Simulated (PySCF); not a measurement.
PN: calculation against experiment

**Measured values to compare with.**

NIST CCCBDB Release 22 (SRD 101), experimental dipoles lists, for the gas: dipole moment (microwave Stark effect, equilibrium value μe) 2.751 ± 0.0008 D.

From Liu, Meijer, Perez-Rios, Phys. Chem. Chem. Phys. 22 (2020) 24191, for the gas: dipole moment 2.7514 D.

How close the calculation comes is told at the end.

Species: PN.
Numbering: `[N:1]#[P:2]`

Cartesian coordinates in Å at the PBE0-D3(BJ)/def2-SVP level; atoms count from 1:
```xyz
2
PN angstrom
N      0.7532   -0.0401    0.0058
P     -0.7344    0.0104   -0.0164
```

The PySCF runs (gas phase, on this PBE0-D3(BJ)/def2-SVP geometry; no spin–orbit coupling):

```tsv
level	job	basis functions	wall time
PBE0-D3(BJ)/def2-SVP, grid level 1	geometry optimisation from a GFN2-xTB start shaken at random	32	1.6 s
```

Hardware: an Arm Neoverse N1 with one thread, no GPU (shared host).

Results beside the measurements:

**Dipole moment.** Measured: 2.751 D (NIST CCCBDB Release 22 (SRD 101), experimental dipoles) and 2.7514 D (Liu, Meijer, Perez-Rios, Phys. Chem. Chem. Phys. 22 (2020) 24191). Differences are taken against the first.

```csv
level,computed (D),computed − measured (D),% (from the printed values)
PBE0-D3(BJ)/def2-SVP,2.536,-0.215,-8
```

The computed dipoles belong to one fixed geometry; measured ones are averaged over vibrations unless marked μe. Magnitudes are compared, not signs.

The geometry is computed, not the measured one. Where a level misses, the cause wasn't examined.
